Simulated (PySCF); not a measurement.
## Functional dependence of a UV spectrum

Species: C2H3F3.
Bonds: C1–C2, C2–F3, C2–F4, C2–F5. Hydrogens: H6, H7, H8 on C1.

Linear-response calculations in the def2-SVPD basis (PySCF; singlets by full response, triplets Tamm–Dancoff, core orbitals frozen in the response; HF means time-dependent Hartree–Fock). 'Strongest' is the level of largest summed f among the singlets computed (10 roots, of which the last may lack a degenerate partner); it can jump between rows when another state enters that window. S1 is the lowest singlet of each run and needn't be the same state throughout; f(S1) is that of one state. Isolated species at its PBE0-D3(BJ)/def2-SVP geometry, gas phase.

```
functional                               kind  S1 (eV)  f(S1)  strongest (eV)  T1 (eV)  HOMO (eV)  gap (eV)  ionisation energy, ΔSCF (eV)
       LDA                                LDA     9.52  0.052           11.15     9.38      -9.45      9.46                         13.22
       PBE                                GGA     9.33  0.055           10.99     9.18      -9.26      9.27                         12.98
     B3LYP  global hybrid, 20% exact exchange    10.21  0.061           11.82    10.03     -10.83     11.18                         13.60
      PBE0  global hybrid, 25% exact exchange    10.51  0.064           12.12    10.29     -11.06     11.75                         13.60
 BHandHLYP  global hybrid, 50% exact exchange    11.36  0.072           11.67    11.06     -12.85     13.92                         14.13
 CAM-B3LYP             range-separated hybrid    10.71  0.066           12.12    10.48     -12.62     13.86                         13.87
   wB97X-D             range-separated hybrid    11.02  0.070           12.47    10.82     -13.02     15.35                         13.72
   LC-wPBE             range-separated hybrid    11.33  0.074           12.70    11.00     -13.89     16.22                         13.91
        HF                       Hartree–Fock    12.57  0.198           12.57    11.40     -15.55     18.09                   not settled
```

S1 runs from 9.33 eV (PBE) to 12.57 eV (HF), a spread of 3.24 eV, while the orbital gap spreads over 8.8 eV. Along PBE (0%), B3LYP (20%), PBE0 (25%), BHandHLYP (50%), HF (100%) S1 rises with the share of exact exchange. −ε(HOMO) comes closest to its own ΔSCF ionisation energy with LC-wPBE (-0.02 eV) and misses most with LDA (-3.77 eV). 'Not settled' means that the ion's SCF failed to converge or may have ended in another state than the lowest.
